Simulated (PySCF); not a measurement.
One molecule, a ladder of functionals, a line

Molecule: `CC(=S)N(C)C`, C4H9NS.

Geometry (Å), atoms numbered from 1 in this order:
```xyz
15

C     1.8015   -0.3050   -0.3299
C     0.6398    0.4774   -0.8827
S     0.9092    1.7100   -1.9613
N    -0.5823    0.1061   -0.4369
C    -1.7918    0.7356   -0.9167
C    -0.7645   -0.9991    0.4803
H     2.7210    0.0373   -0.8138
H     1.6841   -1.3872   -0.5022
H     1.8995   -0.1532    0.7580
H    -2.4453   -0.0073   -1.4036
H    -1.5137    1.5103   -1.6422
H    -2.3442    1.1968   -0.0814
H    -1.7855   -0.9627    0.8812
H    -0.6295   -1.9781   -0.0124
H    -0.0715   -0.9435    1.3312
```

GIAO shieldings (ppm, equivalent atoms averaged) in PySCF on the PBE0-D3(BJ)/def2-SVP geometry, basis pcSseg-1, gas phase, non-relativistic:

| functional | exact exchange (%) | σ(C5) | σ(C6) | σ(S3) | σ(N4) |
| --- | --- | --- | --- | --- | --- |
| BLYP | 0 | 131.8 | 134.7 | 101.9 | 96.6 |
| BP86 | 0 | 136.3 | 139.1 | 130.8 | 101.6 |
| PBE | 0 | 136.9 | 139.7 | 132.4 | 101.9 |
| B3LYP | 20 | 136.6 | 139.5 | 124.4 | 103.1 |
| PBE0 | 25 | 142.3 | 145.0 | 159.5 | 109.3 |
| mPW1PW91 | 25 | 141.4 | 144.2 | 154.2 | 108.1 |
| HF | 100 | 152.5 | 155.1 | 261.8 | 130.2 |

(1) Fit each shielding as a line in the percentage of exact exchange.

(2) What does the line predict for BHandHLYP (50 %), and what does the run give?

Answers

(1) σ(C5) = 135.4 + 0.18 x (rms 2.1 ppm); σ(C6) = 138.2 + 0.17 x (rms 2.0 ppm); σ(S3) = 117.8 + 1.42 x (rms 12.8 ppm); σ(N4) = 99.9 + 0.30 x (rms 2.1 ppm). The functionals also differ in their semilocal parts, which the line can't hold; Hartree–Fock has no correlation at all.

(2) σ(C5): 144.4 predicted, 142.8 computed; σ(C6): 146.7 predicted, 145.6 computed; σ(S3): 188.8 predicted, 165.9 computed; σ(N4): 114.9 predicted, 113.0 computed ppm.
